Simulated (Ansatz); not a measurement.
in.yaml

```yaml
crystal:
  periodic: [false, false, false]
  atoms:
    - {symbol: Ge, position_ang: [0.000000, 0.000000, 0.000000]}
    - {symbol: H, position_ang: [0.742604, 1.367883, 1.366118]}
    - {symbol: H, position_ang: [-0.753928, -1.362280, 1.365514]}
    - {symbol: H, position_ang: [-0.739853, 1.363771, -1.371710]}
    - {symbol: H, position_ang: [0.751177, -1.369375, -1.359922]}
basis:
  gaussian: {orbitals: 6-31G}
total_charge: 1
magnetization: {spin_polarized: false, initial_magnetization: 1}
correlation: {active_space: {ras: {orbitals: [17, 1, 19], electrons: 35, max_holes: 2, max_particles: 2}, fixed_orbitals: true}}
output: {forces: true}
```

```sh
$ ansatz run in.yaml --threads 1 --pin off --events-out ev --progress --plain --max-ram 2393MiB
```

**Question.** Roughly how long does this take on 1 thread of Arm Neoverse V2, shared host, and how much host memory?

**Answer.** 75 s wall and 0.26 GiB.

```
378 factors; integrals over basis functions are off by at most 4.0e-4 eV
mean field evaluation 1: about -56510.7935 eV, gradient 5.1e0 eV
mean field evaluation 2: about -56510.7938 eV, gradient 5.1e0 eV
mean field evaluation 4: about -56510.9872 eV, gradient 8.6e-1 eV
mean field evaluation 8: about -56510.9902 eV, gradient 1.2e-2 eV
mean field evaluation 16: about -56510.9858 eV, gradient 1.0e0 eV
mean field evaluation 32: about -56511.1626 eV, gradient 1.7e0 eV
mean field evaluation 64: about -56511.2266 eV, gradient 2.2e-5 eV
mean field -56511.22655619 eV, -2076.7492712550 hartree, gradient 1.8e-6 eV, S^2 0.750000; 5 other end points of the search recorded, 0 dependent functions left out
reference -56511.22655619 eV, -2076.7492712550 hartree; 18, 17 occupied and 19, 20 virtual orbitals, 378 factors
state -56518.65665897 eV, -2077.0223224957 hartree
the calculation of the forces begins
WARN: the results are in doubt because the forces break the atoms' symmetry
Total energy: -56518.65665897 eV, -2077.0223224957 hartree
Atom 0 at     0.000000     0.000000     0.000000 Å, force    -0.957863    -2.448472    -2.443403 eV/Å
Atom 1 at     0.742604     1.367883     1.366118 Å, force    -0.209153    -0.384250    -0.383757 eV/Å
Atom 2 at    -0.753928    -1.362280     1.365514 Å, force     0.953580     2.147192    -1.391034 eV/Å
Atom 3 at    -0.739853     1.363771    -1.371710 Å, force     0.935331    -1.387096     2.157740 eV/Å
Atom 4 at     0.751177    -1.369375    -1.359922 Å, force    -0.721894     2.072626     2.060453 eV/Å
Dipole moment:     0.015468     0.176541     0.175900 e Å
In doubt: the forces break the atoms' symmetry
```
